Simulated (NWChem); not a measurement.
**Correlation energy of H2Si (+1)**

```xyz
3

Si     0.0000     0.0000     0.0947
H      1.3103     0.0000    -0.6631
H     -1.3103     0.0000    -0.6631
```
Charge +1, spin multiplicity 2.

Program: NWChem. The geometry was optimised at UPBE/def2-SVP, a minimum by its harmonic frequencies.

Basis set: 3-21G. Each correlation energy counts from its own Hartree-Fock reference.

| method | correlation energy (mHa) |
|---|---|
| CCSD on ROHF | -51.7 |
| CCSD[T] on ROHF | -52.4 |
| CCSD on UHF | -51.3 |
| CCSD(T) on UHF | -51.9 |
| SCS-UMP2 | -40.5 |
| CCSD(T) on ROHF | -52.4 |
| UMP2 | -35.1 |
| CCSD[T] on UHF | -51.9 |
| CCSDT on ROHF | -52.7 |

The values span 17.6 mHa, from CCSDT on ROHF (lowest) to UMP2 (highest). 

The correlated methods keep 5 core orbitals frozen. This spin state was chosen for the runs; another may lie lower. The structure started from a generated list of species. The unpaired electrons of the parent sit in orbitals of symmetry a1 (C2v labels of the run); other states weren't searched. No SCF solution was tested for a lower state. Open-shell Hartree-Fock references start from PBE0 orbitals. Coupled-cluster values serve here as a point of comparison, not as the truth.
